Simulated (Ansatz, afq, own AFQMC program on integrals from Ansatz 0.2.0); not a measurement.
## AlSiH₂, doublet in cc-pVDZ along one coordinate

```xyz
4

Si   -0.0563    0.0000    1.1568
Al    0.0305    0.0000   -1.3507
H     0.3768   -1.1894    1.9627
H     0.3768    1.1894    1.9627
```

All coordinates are scaled about the centre. Energies in kJ/mol count from this geometry (1.000) at the same level; the start stands on ROHF, each point on the determinant named.

Basis cc-pVDZ. Only valence electrons are correlated. Ansatz 0.2.0 and our own AFQMC program on the same integrals; the CISD trial comes from CCSD amplitudes, and released means the phaseless constraint is let go. ± is one standard error of the sampling.

Cautions, each for one point or more: a spin-contaminated unrestricted determinant lies lower; higher spins were not checked; strong correlation; the ph-AFQMC/CISD walk drifts between its halves; the search met a lower determinant of the same kind, perhaps of another symmetry; unrestricted determinant spin contaminated; walk and cluster series may follow different spin states.

```
scale of all distances   det.     T1  weight  ⟨S²⟩  CCSD(T)  ph-AFQMC/CISD  CCSDT(Q)  wB97M-V     PBE
                 0.878   ROHF  0.058    0.82  pure    127.1    128.5 ± 1.8     127.1    120.0   127.4
                 1.117   ROHF  0.038    0.84  pure     50.3     48.6 ± 1.9      49.4     51.9    39.1
                 1.486   ROHF  0.064    0.75  pure    425.6    430.7 ± 2.1     419.3    443.1   389.9
                 1.756  ROHF¶  0.060    0.69  pure    604.3    619.6 ± 2.1     602.2   669.4§  601.2§
                 2.012   UHF¶  0.054    0.78  2.60    714.9    701.8 ± 2.0         –   771.5§  717.6§
```

Weight is that of the determinant in the CISD state; at the start T1 is 0.038 and the weight 0.84. ¶ marks points with a poor determinant and no full CI, where no value is sure; they don't count among the departures. A dash marks a missing value, a released energy that hasn't settled or a functional that sits on another state. § marks a functional whose ⟨S²⟩ is too high by over 0.1. Largest departures from phaseless AFQMC with a CISD trial: CCSD(T) -5.2 kJ/mol at 1.486 (on ROHF), CCSDT(Q) -11.4 kJ/mol at 1.486 (on ROHF), wB97M-V 12.3 kJ/mol at 1.486, PBE -40.8 kJ/mol at 1.486. The walk's constraint bias lies outside its error bars, so these are departures and not errors. Functionals count only at points shown to share the start's state and spin. In this small basis the wave-function levels are far from their limit, so their gap to the functionals isn't the functionals' error.

Some points may be missing: those where a free walk finds a much lower state, and past Zn most of those on another determinant than at the start.

CCSDT and higher add their correlation energy to the determinant of the CCSD(T) run, since their own runs factorise the integrals more tightly (a shift of under 2 meV). A walk keeps the symmetry of its determinant, which the program's search chose and which needn't be the lowest solution, so a lower state of the same spin and another symmetry isn't excluded.
